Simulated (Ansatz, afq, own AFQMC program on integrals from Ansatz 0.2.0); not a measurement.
# SiNH₄ (doublet): quantum Monte Carlo beside coupled cluster at distance N1–H4 along a hydrogen transfer = 1.241 Å, cc-pVTZ

How near does AFQMC come to the top of the ladder for SiNH₄ (doublet)?

Program: Ansatz 0.2.0, Gaussian basis, and an in-house AFQMC program (afq) on its integrals; all values are calculated. Level of theory: cc-pVTZ, frozen cores. These are calculated values, not measurements.

The runs, in order: PBE (unrestricted); CCSD(T) on UHF; r2SCAN (unrestricted); PBE0 (unrestricted); B3LYP (unrestricted); wB97M-V (unrestricted); B2PLYP (unrestricted); Phaseless AFQMC, CISD trial on UHF.

### Step 1. The geometry

The geometry derives from fragments relaxed apart (PBE0/def2-TZVP) and kept rigid, so it is no stationary point. A hydrogen atom is moved between rigid fragments.

6 atoms, charge 0, spin multiplicity 2.

Atoms are counted from 1 here; the program's logs count them from 0.

Bond lengths: N1–H2 1.012 Å, N1–H3 1.012 Å, N1–H4 1.241 Å, H4–Si5 1.531 Å, Si5–H6 1.532 Å. Angles: H2–N1–H3 107.1°, H2–N1–H4 107.1°, H3–N1–H4 107.1°, N1–H4–Si5 180.0°, H4–Si5–H6 105.0°.

### Step 2. PBE (unrestricted)

File in.yaml:

```yaml
crystal:
  periodic: [false, false, false]
  atoms:
    - {symbol: N, position_ang: [-1.771274, 0.019973, -0.019236]}
    - {symbol: H, position_ang: [-2.068554, 0.987807, -0.019236]}
    - {symbol: H, position_ang: [-2.068553, -0.382326, 0.861023]}
    - {symbol: H, position_ang: [-0.530274, 0.019973, -0.019236]}
    - {symbol: Si, position_ang: [1.000726, 0.019973, -0.019236]}
    - {symbol: H, position_ang: [1.397160, -1.459540, -0.019236]}
basis:
  gaussian: {orbitals: cc-pVTZ}
magnetization: {spin_polarized: true, initial_magnetization: 1}
hamiltonian: {xc: {name: PBE}}
output: {orbitals: {seedname: orbitals}}
```

Command:

```sh
$ ansatz run in.yaml --threads 1 --pin off --events-out ev --progress --plain --max-ram 5632MiB --backend cpu
```

Log:

```text
Functional definition: PBE
  name "PBE"
  cite "Perdew, Burke & Ernzerhof, Phys. Rev. Lett. 77, 3865 (1996) doi:10.1103/PhysRevLett.77.3865"
  parent pbe
  parameter kappa = 0.804
  parameter beta = 0.06672455060314922
  exchange = pbe_x(kappa = kappa, mu = beta*pi^2/3)
  correlation = pbe_c(beta = beta)
690 factors; their error is unknown
mean field evaluation 1: about -9410.8966 eV, gradient 5.3e1 eV
mean field evaluation 2: about -9297.3043 eV, gradient 1.1e2 eV
mean field evaluation 4: about -9411.1208 eV, gradient 4.1e1 eV
mean field evaluation 8: about -9423.5785 eV, gradient 9.7e-1 eV
mean field evaluation 16: about -9423.5608 eV, gradient 1.8e-2 eV
mean field evaluation 32: about -9423.5608 eV, gradient 1.1e-5 eV
mean field -9423.56076536 eV, -346.3094706081 hartree, gradient 5.2e-6 eV, S^2 0.756980; 5 other end points of the search recorded, 0 dependent functions left out
reference -9423.56079811 eV, -346.3094718118 hartree; 13, 12 occupied and 107, 108 virtual orbitals, 690 factors
Total energy: -9423.56079811 eV, -346.3094718118 hartree
```

Run time: 4.1 s. Hardware: 1 thread of AMD EPYC 7R13 (Zen 3), shared host; peak memory 2 GiB.

From the report: ⟨S²⟩ of the determinant 0.757 (pure doublet: 0.75).

### Step 3. CCSD(T) on UHF

in.yaml: that of step 2 with these lines changed.

```diff
@@ -12,3 +12,2 @@
 magnetization: {spin_polarized: true, initial_magnetization: 1}
-hamiltonian: {xc: {name: PBE}}
-output: {orbitals: {seedname: orbitals}}
+correlation: {method: ccsd_t, electrons: outside_noble_gas, hamiltonian_folder: ham}
```

Command:

```sh
$ ansatz run in.yaml --threads 1 --pin off --events-out ev --progress --plain --max-ram 16896MiB --backend cuda --devices 0, --max-vram 18GiB
```

Log, shortened:

```text
Functional definition: HF
  name "HF"
  cite "Fock, Z. Phys. 61, 126 (1930) doi:10.1007/BF01340294"
  parent pbe
[...]
692 factors; integrals over basis functions are off by at most 1.6e-3 eV
[...]
mean field -9403.77952035 eV, -345.5825232621 hartree, gradient 4.3e-6 eV, S^2 1.263860; 24 other end points of the search recorded, 0 dependent functions left out
determinant -9403.77952035 eV, -345.5825232621 hartree, with singles and doubles -9413.77480716 eV, -345.9498432774 hartree
determinant -9403.74178934 eV, -345.5811366732 hartree, with singles and doubles -9413.70811530 eV, -345.9473923967 hartree
determinant -9403.70664728 eV, -345.5798452261 hartree, with singles and doubles -9413.66968728 eV, -345.9459801932 hartree
determinant -9403.66411153 eV, -345.5782820661 hartree, with singles and doubles -9413.76456327 eV, -345.9494668213 hartree
[...]
determinant -9403.70664728 eV, -345.5798452261 hartree, with singles and doubles -9413.59167988 eV, -345.9431134740 hartree
determinant -9403.66411153 eV, -345.5782820661 hartree, with singles and doubles -9413.68834437 eV, -345.9466658284 hartree
determinant -9403.55725835 eV, -345.5743552842 hartree, with singles and doubles -9413.58118519 eV, -345.9427278013 hartree
determinant -9403.60010186 eV, -345.5759297543 hartree, with singles and doubles -9413.88325354 eV, -345.9538286084 hartree
6 core orbitals not correlated: weight in the atoms' cores, before any rotation towards them, 1.000 or more for the frozen orbitals, at most 0.000 for the correlated occupied ones
reference -9403.77952035 eV, -345.5825232621 hartree; 7, 6 occupied and 107, 108 virtual orbitals, 692 factors
second order -8.73471758 eV of doubles, -0.00000000 eV of singles
cycle   1  -9.91038158 eV  change    1.0e-6 eV  update   4.5e-6
perturbative correction -0.44476914 eV, -0.0163449644 hartree
Total energy: -9414.13467107 eV, -345.9630680321 hartree
```

Run time: 15 s. Hardware: 1 × NVIDIA H100 80GB HBM3 with 1 thread of AMD EPYC 7R13 (Zen 3), shared host; peak host memory 2 GiB.

From the report: ⟨S²⟩ of the determinant 1.264 (pure doublet: 0.75); correlation -10.3552 eV; T1 0.064; largest double amplitude 0.09. The determinant is far from a pure spin state, so its energy mixes those of several spin states (harmless only where they are near-degenerate, as at dissociation).

This run also writes the integrals to the folder ham.

### Step 4. r2SCAN (unrestricted)

in.yaml: that of step 3 with these lines changed.

```diff
@@ -12,2 +12,2 @@
 magnetization: {spin_polarized: true, initial_magnetization: 1}
-correlation: {method: ccsd_t, electrons: outside_noble_gas, hamiltonian_folder: ham}
+hamiltonian: {xc: {name: r2SCAN}}
```

Command:

```sh
$ ansatz run in.yaml --threads 1 --pin off --events-out ev --progress --plain --max-ram 5632MiB --backend cpu
```

Log:

```text
Functional definition: r2SCAN
  name "r2SCAN"
  cite "Furness, Kaplan, Ning, Perdew & Sun, J. Phys. Chem. Lett. 11, 8208 (2020) doi:10.1021/acs.jpclett.0c02405"
  cite "Furness, Kaplan, Ning, Perdew & Sun, J. Phys. Chem. Lett. 11, 9248 (2020) doi:10.1021/acs.jpclett.0c03077"
  parent r2scan
  parameter k0 = 0.174
  parameter k1 = 0.065
  parameter a1 = 4.9479
  exchange = r2scan_x(k0 = k0, k1 = k1, a1 = a1)
  correlation = r2scan_c
690 factors; their error is unknown
mean field evaluation 1: about -9417.0611 eV, gradient 4.9e1 eV
mean field evaluation 2: about -9321.2167 eV, gradient 1.1e2 eV
mean field evaluation 4: about -9422.2493 eV, gradient 2.7e1 eV
mean field evaluation 8: about -9427.8241 eV, gradient 3.7e-1 eV
mean field evaluation 16: about -9427.8038 eV, gradient 2.0e-2 eV
mean field evaluation 32: about -9427.8039 eV, gradient 4.5e-5 eV
mean field -9427.80391927 eV, -346.4654036380 hartree, gradient 6.8e-6 eV, S^2 0.762895; 5 other end points of the search recorded, 0 dependent functions left out
reference -9427.80393074 eV, -346.4654040596 hartree; 13, 12 occupied and 107, 108 virtual orbitals, 690 factors
Total energy: -9427.80393074 eV, -346.4654040596 hartree
```

It took 12 s on 1 thread of AMD EPYC 7R13 (Zen 3), shared host; peak memory 2 GiB.

From the report: ⟨S²⟩ of the determinant 0.763 (pure doublet: 0.75).

### Step 5. PBE0 (unrestricted)

in.yaml: that of step 4 with these lines changed.

```diff
@@ -12,2 +12,3 @@
 magnetization: {spin_polarized: true, initial_magnetization: 1}
-hamiltonian: {xc: {name: r2SCAN}}
+hamiltonian: {xc: {name: PBE0}}
+output: {orbitals: {seedname: orbitals}}
```

Launched as before.

Log:

```text
Functional definition: PBE0
  name "PBE0"
  cite "Adamo & Barone, J. Chem. Phys. 110, 6158 (1999) doi:10.1063/1.478522"
  cite "Perdew, Burke & Ernzerhof, Phys. Rev. Lett. 77, 3865 (1996) doi:10.1103/PhysRevLett.77.3865"
  parent pbe
  parameter a = 0.25
  parameter kappa = 0.804
  parameter beta = 0.06672455060314922
  exchange = (1 - a)*pbe_x(kappa = kappa, mu = beta*pi^2/3) + a*exact_x
  correlation = pbe_c(beta = beta)
702 factors; their error is unknown
mean field evaluation 1: about -9415.5605 eV, gradient 4.4e1 eV
mean field evaluation 2: about -9346.0868 eV, gradient 9.5e1 eV
mean field evaluation 4: about -9423.8878 eV, gradient 3.5e0 eV
mean field evaluation 8: about -9424.0159 eV, gradient 3.1e-1 eV
mean field evaluation 16: about -9424.1466 eV, gradient 3.0e-1 eV
mean field evaluation 32: about -9424.0972 eV, gradient 5.6e-1 eV
mean field -9424.18437847 eV, -346.3323879672 hartree, gradient 7.8e-6 eV, S^2 0.766747; 4 other end points of the search recorded, 0 dependent functions left out
reference -9424.18440367 eV, -346.3323888933 hartree; 13, 12 occupied and 107, 108 virtual orbitals, 702 factors
Total energy: -9424.18440367 eV, -346.3323888933 hartree
```

Wall time 7 s (1 thread of AMD EPYC 7R13 (Zen 3), shared host); peak memory 2 GiB.

From the report: ⟨S²⟩ of the determinant 0.767 (pure doublet: 0.75).

### Step 6. B3LYP (unrestricted)

in.yaml: that of step 5 with these lines changed.

```diff
@@ -12,3 +12,2 @@
 magnetization: {spin_polarized: true, initial_magnetization: 1}
-hamiltonian: {xc: {name: PBE0}}
-output: {orbitals: {seedname: orbitals}}
+hamiltonian: {xc: {name: B3LYP}}
```

Launched as before.

Log, shortened:

```text
Functional definition: B3LYP
  name "B3LYP"
  cite "Stephens, Devlin, Chabalowski & Frisch, J. Phys. Chem. 98, 11623 (1994) doi:10.1021/j100096a001"
  cite "Becke, Phys. Rev. A 38, 3098 (1988) doi:10.1103/PhysRevA.38.3098"
  cite "Lee, Yang & Parr, Phys. Rev. B 37, 785 (1988) doi:10.1103/PhysRevB.37.785"
  cite "Vosko, Wilk & Nusair, Can. J. Phys. 58, 1200 (1980) doi:10.1139/p80-159"
[...]
699 factors; their error is unknown
[...]
mean field -9430.16622953 eV, -346.5522169388 hartree, gradient 9.8e-6 eV, S^2 0.755501; 5 other end points of the search recorded, 0 dependent functions left out
reference -9430.16644024 eV, -346.5522246823 hartree; 13, 12 occupied and 107, 108 virtual orbitals, 699 factors
Total energy: -9430.16644024 eV, -346.5522246823 hartree
```

It took 7 s on 1 thread of AMD EPYC 7R13 (Zen 3), shared host; peak memory 2 GiB.

From the report: ⟨S²⟩ of the determinant 0.756 (pure doublet: 0.75).

### Step 7. wB97M-V (unrestricted)

in.yaml: that of step 6 with these lines changed.

```diff
@@ -12,2 +12,3 @@
 magnetization: {spin_polarized: true, initial_magnetization: 1}
-hamiltonian: {xc: {name: B3LYP}}
+hamiltonian: {xc: {name: wB97M-V}}
+output: {orbitals: {seedname: orbitals}}
```

Same command.

Log, shortened:

```text
Functional definition: wB97M-V
  name "wB97M-V"
  cite "Mardirossian & Head-Gordon, J. Chem. Phys. 144, 214110 (2016) doi:10.1063/1.4952647"
  cite "Becke, J. Chem. Phys. 107, 8554 (1997) doi:10.1063/1.475007"
  cite "Vydrov & Van Voorhis, J. Chem. Phys. 133, 244103 (2010) doi:10.1063/1.3521275"
  # Of w^i u^j: cxij and so on, Table III.
[...]
  gx(w, u) = 1 - cx + cx01*u + cx10*w
  gss(w, u) = css00 + css04*u^4 + css10*w + css20*w^2 + css43*w^4*u^3
  gos(w, u) = cos00 + cos10*w + (cos20 + cos21*u)*w^2 + (cos60 + cos61*u)*w^6
[...]
      + integral(e_c_pw_mod_opposite_spin*gos(b97_w_opposite, b97_u_opposite)) + vv10(b, c)
699 factors; their error is unknown
163 factors; integrals over basis functions are off by at most 2.6e-5 eV
[...]
mean field -9427.68471376 eV, -346.4610229163 hartree, gradient 2.7e-6 eV, S^2 0.757069; 4 other end points of the search recorded, 0 dependent functions left out
reference -9427.68475158 eV, -346.4610243064 hartree; 13, 12 occupied and 107, 108 virtual orbitals, 699 factors
Total energy: -9427.68475158 eV, -346.4610243064 hartree
```

Run time: 22 s. Hardware: 1 thread of AMD EPYC 7R13 (Zen 3), shared host; peak memory 2 GiB.

From the report: ⟨S²⟩ of the determinant 0.757 (pure doublet: 0.75).

### Step 8. B2PLYP (unrestricted)

in.yaml: that of step 7 with these lines changed.

```diff
@@ -12,3 +12,3 @@
 magnetization: {spin_polarized: true, initial_magnetization: 1}
-hamiltonian: {xc: {name: wB97M-V}}
-output: {orbitals: {seedname: orbitals}}
+hamiltonian: {xc: {name: B2PLYP}}
+correlation: {electrons: outside_noble_gas}
```

The command is unchanged.

Log, shortened:

```text
Functional definition: B2PLYP
  name "B2PLYP"
  cite "Grimme, J. Chem. Phys. 124, 034108 (2006) doi:10.1063/1.2148954"
  cite "Becke, Phys. Rev. A 38, 3098 (1988) doi:10.1103/PhysRevA.38.3098"
  cite "Lee, Yang & Parr, Phys. Rev. B 37, 785 (1988) doi:10.1103/PhysRevB.37.785"
[...]
692 factors; integrals over basis functions are off by at most 1.6e-3 eV
[...]
mean field -9421.64665994 eV, -346.2391285314 hartree, gradient 4.8e-6 eV, S^2 0.818052; 10 other end points of the search recorded, 0 dependent functions left out
6 core orbitals not correlated: weight in the atoms' cores, before any rotation towards them, 1.000 or more for the frozen orbitals, at most 0.000 for the correlated occupied ones
reference -9421.64679565 eV, -346.2391335185 hartree; 7, 6 occupied and 107, 108 virtual orbitals, 692 factors
second order -11.40734884 eV of doubles, -0.00000000 eV of singles
Total energy: -9424.72677983 eV, -346.3523208497 hartree
```

Wall time 23 s (1 thread of AMD EPYC 7R13 (Zen 3), shared host); peak memory 2 GiB.

From the report: ⟨S²⟩ of the determinant 0.818 (pure doublet: 0.75).

### Step 9. Phaseless AFQMC, CISD trial on UHF

It reads the integrals that the CCSD(T) run on this determinant wrote.

Command:

```sh
$ afq ham --method phaseless --trial cisd --walkers 600 --populations 10 --least-time 60 --time-step 0.005 --steps-per-block 50 --equilibration-blocks 28 --max-blocks 4000 --target-error 0.00021 --factor-cut 1e-05 --start spin_pure --seed 3828 --release-times 0.24,0.51,0.99,1.62,2.4 --release-step 0.03 --release-every 3 --taylor-order 6
```

Log:

```text
orbitals 114  electrons 7 6  factors 687 of 692
reference energy -345.58252326 Eh
CCSD correlation -0.36419961 Eh in 23 cycles, weight of the determinant in the CISD state 0.7618
energy of the start -345.896863 Eh
 block  time / (1/Eh)  mean weight  energy / Eh
     1     0.250  1.0003  -345.924640
     2     0.500  0.9990  -345.941152
     3     0.750  0.9987  -345.949284
     4     1.000  1.0021  -345.956000
     5     1.250  0.9994  -345.960319
     6     1.500  1.0002  -345.963145
     7     1.750  0.9994  -345.964380
     8     2.000  1.0002  -345.966386
     9     2.250  0.9992  -345.967288
    10     2.500  1.0002  -345.966614
    13     3.250  0.9990  -345.963200
    17     4.250  0.9997  -345.965936
    21     5.250  0.9993  -345.962836
    25     6.250  1.0001  -345.969381
    29     7.250  0.9987  -345.967153
    33     8.250  1.0010  -345.963058
    37     9.250  0.9992  -345.967444
    41    10.250  1.0012  -345.970047
    45    11.250  1.0011  -345.963599
    49    12.250  0.9990  -345.968176
    53    13.250  1.0002  -345.963849
    57    14.250  1.0005  -345.964123
    61    15.250  1.0000  -345.969537
    65    16.250  0.9986  -345.967861
    69    17.250  0.9985  -345.967211
    73    18.250  0.9994  -345.964840
    77    19.250  1.0008  -345.958318
    81    20.250  1.0005  -345.964946
    85    21.250  0.9981  -345.959704
    89    22.250  0.9996  -345.962157
    93    23.250  1.0001  -345.966337
    97    24.250  0.9991  -345.963351
   101    25.250  0.9996  -345.965232
   105    26.250  0.9991  -345.968275
   109    27.250  1.0001  -345.967481
   113    28.250  0.9998  -345.960119
   117    29.250  1.0002  -345.971170
   121    30.250  0.9999  -345.964476
   125    31.250  1.0008  -345.968359
   129    32.250  1.0005  -345.967377
   133    33.250  1.0004  -345.967775
   137    34.250  0.9996  -345.970552
   141    35.250  0.9993  -345.965391
   145    36.250  0.9987  -345.962186
   149    37.250  1.0002  -345.967285
   153    38.250  1.0008  -345.973015
   157    39.250  1.0019  -345.962504
   161    40.250  1.0000  -345.969800
   165    41.250  1.0005  -345.959706
   169    42.250  1.0001  -345.967222
   173    43.250  0.9992  -345.966903
   177    44.250  1.0011  -345.971347
error from the spread of 10 populations
released: time / (1/Eh)  energy / Eh  error  mean overlap
  0.24  -345.966113  0.000522  0.9930
  0.51  -345.966906  0.000385  0.9847
  0.99  -345.966457  0.000213  0.9851
  1.62  -345.968430  0.000786  0.9595
  2.40  -345.968104  0.000852  0.9388
energy -345.965564 +/- 0.000464 Eh
```

Wall time 3.8 min (1 × NVIDIA H100 80GB HBM3 with 2 threads of AMD EPYC 7R13 (Zen 3), shared host); peak host memory 2 GiB.

Energy -9414.2026 ± 0.0126 eV. Caveats: constraint bias not in the error; error above the target.

### Step 10. AFQMC on the ladder

On the UHF determinant, counted from CCSD(T) (a yardstick, not exact):

```csv
level,energy (eV),from CCSD(T) (kJ/mol),statistical error (kJ/mol),time
HF,-9403.7795,+999.1,,
MP2,-9412.5142,+156.3,,
CCSD,-9413.6899,+42.9,,
CCSD(T),-9414.1347,0.0,,
"Phaseless AFQMC, CISD trial, step 0.005, 600 walkers",-9414.2026,-6.6,1.2,3.8 min
```

The functionals' totals stand on their own zeros and serve differences with other points: PBE -9423.561 eV; r2SCAN -9427.804 eV; PBE0 -9424.184 eV; B3LYP -9430.166 eV; wB97M-V -9427.685 eV; B2PLYP -9424.727 eV.

### Step 11. What came out

| quantity | value |
| --- | --- |
| Phaseless AFQMC, CISD trial on UHF from CCSD(T) | -6.6 ± 1.2 kJ/mol |

On UHF the phaseless walk with the CISD trial lies -6.6 kJ/mol from CCSD(T), 5 times its error bar. Error bars are statistical and leave out the constraint, the time step and what remains of the start.
